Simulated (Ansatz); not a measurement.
## SiH4, triplet in cc-pVDZ: errors against full CI

All five atoms lie in one plane.

Geometry: a PBE0/def2-TZVP stationary point for this spin, not checked as a minimum. The singlet lies 0.8 eV lower here.

```xyz
5

Si    0.0000    0.0000    0.0000
H    -0.0115    1.0851    1.0776
H    -0.0165   -1.0776    1.0850
H     0.0165    1.0776   -1.0850
H     0.0115   -1.0851   -1.0776
```

Basis cc-pVDZ; Ansatz 0.2.0. Correlated methods freeze the noble-gas cores, which leaves 8 electrons in 33 orbitals. R marks a restricted (for open shells ROHF) determinant, U an unrestricted one. Active spaces: valence = (8e, 8o) chosen from the atoms' valence shells.

Full CI is exact within this basis and frozen core; it isn't the basis-set limit. The frozen core follows each run's orbitals, which can shift R against U totals by a few meV.

For open shells CISD and CISDTQ are restricted-active-space CI with the open shells as a complete middle space.

* UHF ⟨S²⟩: 2.023
* T1 diagnostic (RCCSD): 0.0176
* largest doubles amplitude (RCCSD): 0.062
* T1 diagnostic (UCCSD): 0.0128

```json
{"level": "RHF", "E − E(full CI) (kJ/mol)": "435.0", "share of correlation (%)": "0.00", "wall time": "–"}
{"level": "UHF", "E − E(full CI) (kJ/mol)": "416.5", "share of correlation (%)": "4.26", "wall time": "–"}
{"level": "RMP2", "E − E(full CI) (kJ/mol)": "95.6", "share of correlation (%)": "78.02", "wall time": "–"}
{"level": "UMP2", "E − E(full CI) (kJ/mol)": "99.1", "share of correlation (%)": "77.22", "wall time": "–"}
{"level": "CISD", "E − E(full CI) (kJ/mol)": "33.7", "share of correlation (%)": "92.26", "wall time": "1.1 s"}
{"level": "RCCSD", "E − E(full CI) (kJ/mol)": "14.5", "share of correlation (%)": "96.68", "wall time": "–"}
{"level": "UCCSD", "E − E(full CI) (kJ/mol)": "14.1", "share of correlation (%)": "96.76", "wall time": "–"}
{"level": "RCCSD(T)", "E − E(full CI) (kJ/mol)": "3.2", "share of correlation (%)": "99.27", "wall time": "1.3 s"}
{"level": "UCCSD(T)", "E − E(full CI) (kJ/mol)": "3.3", "share of correlation (%)": "99.24", "wall time": "1.1 s"}
{"level": "BCCD(T)", "E − E(full CI) (kJ/mol)": "3.2", "share of correlation (%)": "99.26", "wall time": "0.85 s"}
{"level": "RCCSDT", "E − E(full CI) (kJ/mol)": "0.5", "share of correlation (%)": "99.89", "wall time": "–"}
{"level": "UCCSDT", "E − E(full CI) (kJ/mol)": "0.5", "share of correlation (%)": "99.89", "wall time": "–"}
{"level": "CISDTQ", "E − E(full CI) (kJ/mol)": "0.8", "share of correlation (%)": "99.82", "wall time": "15 s (H100)"}
{"level": "RCCSDT(Q)", "E − E(full CI) (kJ/mol)": "0.1", "share of correlation (%)": "99.99", "wall time": "5.5 s"}
{"level": "UCCSDT(Q)", "E − E(full CI) (kJ/mol)": "0.0", "share of correlation (%)": "99.99", "wall time": "4.9 s"}
{"level": "RCCSDTQ", "E − E(full CI) (kJ/mol)": "0.0", "share of correlation (%)": "100.00", "wall time": "24 s (H100)"}
{"level": "UCCSDTQ", "E − E(full CI) (kJ/mol)": "0.0", "share of correlation (%)": "100.00", "wall time": "19 s (H100)"}
{"level": "CASSCF (valence space)", "E − E(full CI) (kJ/mol)": "269.5", "share of correlation (%)": "38.05", "wall time": "–"}
{"level": "NEVPT2 (valence space)", "E − E(full CI) (kJ/mol)": "70.0", "share of correlation (%)": "83.91", "wall time": "2.1 s"}
{"level": "MRCISD (valence space)", "E − E(full CI) (kJ/mol)": "14.3", "share of correlation (%)": "96.71", "wall time": "–"}
{"level": "MRCISD+Q (valence space)", "E − E(full CI) (kJ/mol)": "-0.1", "share of correlation (%)": "100.03", "wall time": "2.8 s"}
```

The correlation energy at full CI, counted from RHF, is -4.509 eV. That run took 56 s on 2 threads of AMD EPYC 7R13 with a shared H100 80 GB, shared host over 209,099,200 determinants.

Times hold each run's SCF and search for its determinant on a shared host, so for small cases they say little of a method's own cost; rows without a card ran on 1 thread of AMD EPYC 7R13.

The full-CI state has the irrep B3u of D2h, in the program's axes (one component, if the state is degenerate).

Natural occupations of full CI about the gap: 1.956 1.935 1.935 1.010 0.982 0.045 0.022 0.022 0.014 0.013; effectively unpaired electrons, Σ n²(2−n)², 2.05.
